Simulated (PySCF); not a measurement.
## TDDFT excited states: C3H3N3

Species: 1,3,5-triazine, C3H3N3.
InChI=1S/C3H3N3/c1-4-2-6-3-5-1/h1-3H

Level of theory: PySCF 2.14.0, density-fitted response routines, TDDFT CAM-B3LYP/def2-SVPD, vertical, gas phase, core orbitals frozen in the response. Isolated species at its GFN2-xTB geometry, gas phase.

| state | λ (nm) | E (eV) | f | symmetry | main configurations (H = HOMO, L = LUMO) |
| --- | --- | --- | --- | --- | --- |
| S1 | 261.0 | 4.75 | 0.0000 | – | H-1/H→L (50%), H-1/H→L+1 (48%) |
| S2 | 256.1 | 4.84 | 0.0000 | – | H-1/H→L (≥46%), H-1/H→L+1 (≥44%) |
| S3 | 256.1 | 4.84 | 0.0000 | – | H-1/H→L+1 (≥46%), H-1/H→L (≥44%) |
| S4 | 254.4 | 4.87 | 0.015 | A2″ | H-1/H→L+1 (50%), H-1/H→L (48%) |
| S5 | 193.3 | 6.42 | 0.0000 | – | H-3/H-2→L (50%), H-3/H-2→L+1 (50%) |
| S6 | 169.6 | 7.31 | 0.0000 | – | H-3/H-2→L (≥48%), H-3/H-2→L+1 (≥48%) |
| S7 | 161.2 | 7.69 | 0.0000 | – | H-4→L (92%) |
| S8 | 161.1 | 7.69 | 0.0000 | – | H-4→L+1 (92%) |

Triplets, Tamm–Dancoff:

| state | E (eV) | λ (nm) | main configurations (H = HOMO, L = LUMO) |
| --- | --- | --- | --- |
| T1 | 4.22 | 293.5 | H-1/H→L (≥48%), H-1/H→L+1 (≥48%) |
| T2 | 4.41 | 281.1 | H-1/H→L+1 (≥41%), H-1/H→L (≥41%) |
| T3 | 4.41 | 281.1 | H-1/H→L (≥41%), H-1/H→L+1 (≥41%) |

The lowest singlet lies at 4.75 eV (261 nm, ultraviolet) and is dark (f under 0.0005); its leading configuration is HOMO-1/HOMO→LUMO (50%). The strongest level in the table is S4 at 4.87 eV (254 nm, f = 0.015). S2/S3 and S7/S8 lie within about 0.01 eV of each other in each set; the point group D3h has degenerate representations, and within a degenerate level the listed configurations can mix freely. Löwdin shares by element: HOMO (one of a set within 0.03 eV) nitrogen 76%, carbon 7% or more (atoms not listed hold the other 18%); LUMO (one of a set within 0.03 eV) carbon 43% or more, nitrogen 36% or more (atoms not listed hold the other 20%). The listed states span 2.94 eV, and the widest gap between neighbours is 1.54 eV (S4 to S5). Of the 8 states listed, 1 reaches f = 0.01 and 7 stay under 0.0005. Weighted by f, the mean energy of these states is 4.88 eV. Symmetry labels in D3h follow from the direction of the transition dipole and are given only for states with f of 0.002 or more. Orbitals of the list HOMO-3 to LUMO+2 that lie within 0.01 eV of each other are written together with a slash and their weights summed (≥ marks a lower bound); for degenerate orbitals outside that list single weights are arbitrary. Singlets were solved by full linear response, triplets in the Tamm–Dancoff approximation.
